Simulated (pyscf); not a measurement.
H₃C–C(F)(F)–F + Cl• → H₃C–Cl + F–C•(F)–F (substitution at C; doublet surface; C–C broken, C–Cl formed). PySCF, gas phase, ωB97X-D3(BJ)/def2-SVP geometries. Energies in kJ/mol from the separated reactants.

```
level                   barrier  reaction energy
----------------------  -------  ---------------
PBE/def2-TZVP             117.8            +53.2
B3LYP-D3(BJ)/def2-TZVP    151.8            +73.7
PBE0-D3(BJ)/def2-TZVP     150.1            +68.9
M06-2X/def2-TZVP              …            +80.0
ωB97M-D3(BJ)/def2-TZVP        …                …
HF/def2-TZVP              259.3           +102.9
```

### Question
Fill in the missing entries.

### Answer

- M06-2X/def2-TZVP, barrier: 167.8
- ωB97M-D3(BJ)/def2-TZVP, barrier: 174.8
- ωB97M-D3(BJ)/def2-TZVP, reaction energy: +83.7

The functionals in the table span 57.0 kJ/mol in this barrier, from PBE to ωB97M-D3(BJ)/def2-TZVP. Abstraction by the radical was not located in this set and often lies lower. This is the saddle that the search found; another between the same sides may lie lower. The angle at the attacked C is 180°. Left out: the spin-orbit lowering of Cl.
